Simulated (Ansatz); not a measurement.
I need a rigid scan of one bond length of C2H2Cl, SMILES C=[C]Cl. Use Ansatz 0.2.0 through its Python package. Use (for the species named): PBE0, def2-SVP basis, multiplicity 2.

```xyz
5

C    -0.5747   -0.0342    0.0456
C     0.6137   -0.6172    0.1821
Cl    2.0904    0.2485   -0.2097
H    -0.6540    0.9880   -0.3107
H    -1.4754   -0.5851    0.2926
```

`scan.py`
```python
import ansatz as az
import numpy as np

GEOMETRY = """
C    -0.57470   -0.03420    0.04560
C     0.61370   -0.61720    0.18210
Cl    2.09040    0.24850   -0.20970
H    -0.65400    0.98800   -0.31070
H    -1.47540   -0.58510    0.29260
"""

mol = az.Crystal.molecule()
for line in GEOMETRY.strip().splitlines():
    symbol, *xyz = line.split()
    mol = mol.atom(symbol, [float(v) for v in xyz])

symbols = [site.symbol for site in mol.cartesian_sites]
start = np.array([site.position_ang for site in mol.cartesian_sites])
axis = (start[2] - start[1]) / np.linalg.norm(start[2] - start[1])
moving = [2]
lengths, energies = [1.545, 1.616, 1.686, 1.756, 1.826, 1.896, 1.967, 2.072], []
for length in lengths:
    xyz = start.copy()
    xyz[moving] += (length - np.linalg.norm(start[2] - start[1])) * axis
    point = az.Crystal.molecule()
    for symbol, xyz in zip(symbols, xyz):
        point = point.atom(symbol, xyz.tolist())
    calc = (
        point.calculation()
        .basis(gaussian="def2-SVP")
        .functional("pbe0")
        .spin("collinear", total=1)
    )
    summary = calc.run(threads=1).report
    energies.append(summary["free_energy_ev"])
    print(f"r = {length:6.3f} A  E = {energies[-1]:.5f} eV  <S^2> = {abs(summary['mean_field']['state']['spin_squared']):.3f}")

fit = np.polynomial.Polynomial.fit(lengths, np.array(energies) - min(energies), 4).convert()
roots = [r.real for r in fit.deriv().roots() if abs(r.imag) < 1e-9 and fit.deriv(2)(r.real) > 0]
r_e = min(roots, key=lambda r: abs(r - lengths[int(np.argmin(energies))]))
print(f"minimum of the fit at {r_e:.4f} A, force constant {fit.deriv(2)(r_e):.2f} eV/A^2")
```

```console
$ python scan.py
r =  1.545 A  E = -14613.52939 eV  <S^2> = 0.767
r =  1.616 A  E = -14613.83591 eV  <S^2> = 0.767
r =  1.686 A  E = -14613.93882 eV  <S^2> = 0.768
r =  1.756 A  E = -14613.90545 eV  <S^2> = 0.769
r =  1.826 A  E = -14613.78008 eV  <S^2> = 0.769
r =  1.896 A  E = -14613.59484 eV  <S^2> = 0.769
r =  1.967 A  E = -14613.36968 eV  <S^2> = 0.770
r =  2.072 A  E = -14613.00372 eV  <S^2> = 0.770
minimum of the fit at 1.7005 A, force constant 26.00 eV/A^2
```

What to keep in mind:
- Total energies depend on the basis set; only differences at equal settings carry meaning.
- The rest of the molecule is held rigid at a force-field or estimated start geometry, and the basis set is modest; single-reference methods fail as a bond breaks.
- The species is open-shell (spin multiplicity 2).
- Run time: 17 s on 1 thread of Arm Neoverse V2, on a shared host, peak memory 0.19 GiB.

(Lines on the test bed's own set-up are left out of the output.)
